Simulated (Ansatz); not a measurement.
Input for Ansatz (development build ahead of 0.2.0):

```yaml
crystal:
  periodic: [false, false, false]
  atoms:
    - { symbol: O, position_ang: [0.0, 0.0, -1.265] }
    - { symbol: B, position_ang: [0.0, 0.0, 0.0] }
    - { symbol: O, position_ang: [0.0, 0.0, 1.265] }
basis:
  gaussian: { orbitals: def2-SVP }
magnetization:
  initial_magnetization: 1
hamiltonian:
  xc: hf
correlation:
  method: mp2
  frozen_orbitals: { B: 1, O: 1 }
scf:
  omitted_lower_state_checks: [stability, starts, atomic_configurations, cluster_reference, orbital_swaps, given_window_search, neighbouring_geometries, increment]
```

The input is written out in the form of the current development build from the run's settings. Correlation on restricted open-shell orbitals is semicanonical, with singles.

Output:

- Converged: yes
- Reference energy: -174.25614 hartree
- Correlation energy: -0.45699 hartree
- Total energy: -174.71313 hartree
- Spin squared of the determinant: 0.750
- Occupied orbitals by symmetry in an Abelian subgroup (alpha; beta): 4 Ag 3 B1u 1 B2g 1 B2u 1 B3g 1 B3u; 4 Ag 3 B1u 1 B2g 1 B2u 1 B3u

Messages of the program:
```
mean field -4741.75122072 eV, -174.2561432871 hartree, gradient 1.8e-6 eV, S^2 0.750000; 0 other ends of a descent, 0 dependent functions left out
```

The reference isn't the lowest determinant (another lies 0.54 eV lower), but the same method gives a higher total on the lower determinant. Caution: an unrestricted determinant lies well below.
